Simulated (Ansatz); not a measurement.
# AlH2P: the cost of one run

Program: Ansatz 0.2.0, Gaussian basis. Level of theory: def2-QZVPP, core rule «outside noble gas», up to 10 orbitals frozen. These are calculated values, not measurements.

To be run: UHF; ROHF; CCSD(T) on UHF.

2 further runs of the same task are left out: 2 set aside as unsound or not needed.

### 1 What is computed

The geometry is a PBE0/def2-TZVP stationary point (not a proven minimum) of the parent state, kept for this charge and spin.

4 atoms, charge 1, spin multiplicity 4.

Atoms are counted from 1 here; the program's logs count them from 0.

Bond lengths: Al1–P2 2.334 Å, Al1–H3 1.588 Å, Al1–H4 1.588 Å. Angles: P2–Al1–H3 119.7°, P2–Al1–H4 119.7°, H3–Al1–H4 120.5°.

### 2 UHF

in.yaml reads:

```yaml
crystal:
  periodic: [false, false, false]
  atoms:
    - {symbol: Al, position_ang: [0.000000, 0.000000, 1.179176]}
    - {symbol: P, position_ang: [0.000000, 0.000000, -1.155185]}
    - {symbol: H, position_ang: [0.000000, 1.378539, 1.966597]}
    - {symbol: H, position_ang: [0.000000, -1.378539, 1.966597]}
basis:
  gaussian: {orbitals: "def2-QZVPP.json"}
total_charge: 1
magnetization: {spin_polarized: true, initial_magnetization: 3}
hamiltonian: {xc: hf}
output: {orbitals: {seedname: orbitals}}
```

On the command line:

```sh
$ ansatz run in.yaml --threads 1 --pin off --events-out ev --progress --plain --max-ram 2393MiB
```

What time and memory should one allow on 1 thread of Arm Neoverse V2, shared host?

About 6 s, with a peak of 0.39 GiB.
